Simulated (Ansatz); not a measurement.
Band gap (eV) along a series of related solids, from HSE06 (PAW; Ansatz, a program for electronic structure); Hartree–Fock (Ansatz, plane waves, PAW).

```csv
solid,HSE06,Hartree–Fock,measured
rock-salt LiCl,7.69,15.19,9.4
rock-salt NaCl,6.48,13.75,8.97
rock-salt KCl,6.50,13.44,8.5‡
rock-salt RbCl,6.28,13.12,8.5‡
```

Hartree–Fock less measured, from the printed values: rock-salt LiCl +5.79 eV, rock-salt NaCl +4.78 eV, rock-salt KCl +4.94 eV, rock-salt RbCl +4.62 eV.

Members of the series are missing where a level wasn't run or failed, where a doubt is noted on the run or the magnetic state, for phases of high temperature or layered ones, and where values are held back for tests.

Density-functional gaps are differences of (generalised) Kohn–Sham levels.

Spin–orbit coupling is included only where a level's name says +SOC; with heavier elements it mostly lowers gaps and can invert bands. Cells: HSE06 at the measured cell; Hartree–Fock at the measured cell. Ansatz's density-functional and Hartree–Fock values are scalar-relativistic unless marked +SOC, with PAW data made under PBE.

Measured values are for low temperature or corrected to a static lattice; ‡ marks uncorrected values at room or unstated temperature. References as tabulated in Chen et al. (2018), doi:10.1103/physrevmaterials.2.073803; Koller et al. (2013), arXiv:1304.4470; Aguado et al. (1998), arXiv:cond-mat/9809176.
